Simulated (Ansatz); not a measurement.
in.yaml

```yaml
crystal:
  periodic: [false, false, false]
  atoms:
    - {symbol: H, position_ang: [-2.231547, 0.000000, 0.000000]}
    - {symbol: H, position_ang: [-1.197547, 0.000000, 0.000000]}
    - {symbol: B, position_ang: [0.189453, 0.000000, 0.000000]}
    - {symbol: H, position_ang: [0.698526, 0.000000, 1.077008]}
    - {symbol: H, position_ang: [0.698526, 0.000000, -1.077008]}
basis:
  gaussian: {orbitals: cc-pVDZ}
magnetization: {spin_polarized: false, initial_magnetization: 1}
correlation: {method: fci, electrons: outside_noble_gas}
```

```sh
$ ansatz run in.yaml --threads 2 --pin off --events-out ev --progress --plain --max-ram 24576MiB --backend cuda --devices 0, --max-vram 18GiB
```

Log:

```
598 factors; integrals over basis functions are off by at most 2.2e-7 eV
mean field evaluation 1: about -729.8504 eV, gradient 9.7e0 eV
mean field evaluation 2: about -729.8503 eV, gradient 9.7e0 eV
mean field evaluation 4: about -730.5697 eV, gradient 1.0e0 eV
mean field evaluation 8: about -730.6047 eV, gradient 5.7e-3 eV
mean field evaluation 16: about -728.8735 eV, gradient 1.6e-4 eV
mean field evaluation 32: about -728.8735 eV, gradient 9.6e-7 eV
mean field -730.60469049 eV, -26.8492271538 hartree, gradient 3.4e-6 eV, S^2 0.750000; 3 other end points of the search recorded, 0 dependent functions left out
determinant -730.60469049 eV, -26.8492271538 hartree, with singles and doubles -734.29190531 eV, -26.9847297991 hartree
determinant -728.87351760 eV, -26.7856077235 hartree, with singles and doubles -732.90198808 eV, -26.9336512831 hartree
1 core orbitals not correlated: weight in the atoms' cores, before any rotation towards them, 1.000 or more for the frozen orbitals, at most 0.000 for the correlated occupied ones
reference -730.60469049 eV, -26.8492271538 hartree; 4, 3 occupied and 29, 30 virtual orbitals, 598 factors
state -734.36750697 eV, -26.9875081089 hartree
Total energy: -734.36750697 eV, -26.9875081089 hartree
```

Natural occupations: 1.9603 1.9569 1.9501 0.9934 0.0275 0.0195 0.0179 0.0167 0.0090 0.0089 0.0066 0.0061 0.0053 0.0053 0.0031 0.0026 0.0025 0.0015 0.0013 0.0011 0.0008 0.0007 0.0006 0.0005.

Ran on 2 threads of AMD EPYC 7R13 with a shared H100 80 GB, shared host: 43 s wall, 0.9 GiB peak host memory.
